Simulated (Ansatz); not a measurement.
Relaxation of CH$_{5}$Si$_{2}$ (8 atoms, charge -1, multiplicity 1), to a largest force component of 0.02 eV/Å in at most 40 steps.

These are results of Ansatz, RKS PBE/def2-SVP, not measurements.

```xyz
8
Properties=species:S:1:pos:R:3
C -1.702 1.060 -1.605
Si -0.256 0.735 -0.699
Si 0.751 -0.626 0.834
H -2.545 0.357 -1.427
H 0.855 1.748 -1.002
H 1.189 -0.120 2.180
H 1.940 -1.473 0.480
H -0.232 -1.679 1.239
```

Where does it end, and by what steps?

It converged. Limits of this set-up: an anion without diffuse functions. After 6 steps the energy has fallen by 0.169 eV; H4 moved furthest, 0.28 Å.

```
step  energy less start (eV)  largest force component (eV/Å)  accepted
   0                  0.0000                           1.140       yes
   1                 -0.1261                           0.754       yes
   2                 -0.1623                           0.190       yes
   3                 -0.1640                           0.163       yes
   4                 -0.1687                           0.057       yes
   5                 -0.1693                           0.026       yes
   6                 -0.1693                           0.003       yes
```

```xyz
8
Properties=species:S:1:pos:R:3
C -1.728 1.025 -1.590
Si -0.192 0.870 -0.777
Si 0.700 -0.654 0.833
H -2.413 0.201 -1.242
H 0.928 1.862 -1.062
H 1.136 -0.105 2.195
H 1.914 -1.502 0.442
H -0.344 -1.697 1.202
```

Whether the end is a true minimum wasn't checked by a vibrational analysis.

Run time: 23 s on 1 thread of Arm Neoverse N1 (shared host), peak memory 0.12 GiB.
